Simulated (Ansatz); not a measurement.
## One element changed: atomization energies of H3C–F, H₃Si–F, H₃Ge–F

Ansatz 0.2.0, basis cc-pVDZ; geometries are PBE0/def2-TZVP minima. Wave-function levels freeze the cores with the filled d shells of p-block atoms; HF, MP2 and coupled cluster are restricted for singlets and unrestricted otherwise, atoms included (their steps beyond CCSDT(Q) come from restricted open-shell runs), restricted open-shell where a d shell is frozen. The reference is CCSDT(Q) or CCSDTQ (coupled cluster only where its series has nearly closed). An error is the level's value less the reference. None of these values is a measured one. Energies are electronic, without zero-point terms. No spin–orbit coupling and no scalar relativity. The set is small: it underbinds, by tens of kJ/mol for each bond, so near ties and functionals' places can change in larger sets. The species are chosen: bound, without strong static correlation by their natural occupations or amplitudes, in their lowest spin state as far as vertical gaps and like structures tell, and with a ladder that closes on the reference, so errors are smaller than for species at large; levels whose determinant breaks symmetry or spin markedly are left out.

| species | bonds (Å) | quantity | symmetry of the states | reference | value (kcal/mol) | error CCSD | error CCSD(T) | error CCSDT |
| --- | --- | --- | --- | --- | --- | --- | --- | --- |
| H3C–F, singlet | C–F 1.376, C–H 1.092, angles at C 109/110° | atomization | – | CCSDT(Q) | 390.2 | -3.2 | -0.3 | -0.3 |
| H3Ge–F, singlet | F–Ge 1.742, Ge–H 1.533, angles at Ge 106/112° | atomization | – | CCSDT(Q) | 307.7 | -2.5 | -0.4 | -0.3 |

Question: One member is withheld: H3Si–F, singlet (F–Si 1.600, Si–H 1.482, angles at Si 108/111°), where CCSD gives 339.3 kcal/mol for the atomization. Estimate from the other members what CCSDTQ gives.

Answer: The errors of CCSD for the others average -2.9 kcal/mol; taking that off gives 342.2, which misses by 0.8, against 2.1 without the correction. The computed value at CCSDTQ is 341.4 kcal/mol. Errors against it: CCSD -2.1, CCSD(T) -0.2, CCSDT -0.2.

The reference falls from C to Ge, by 82.5 kcal/mol in all.
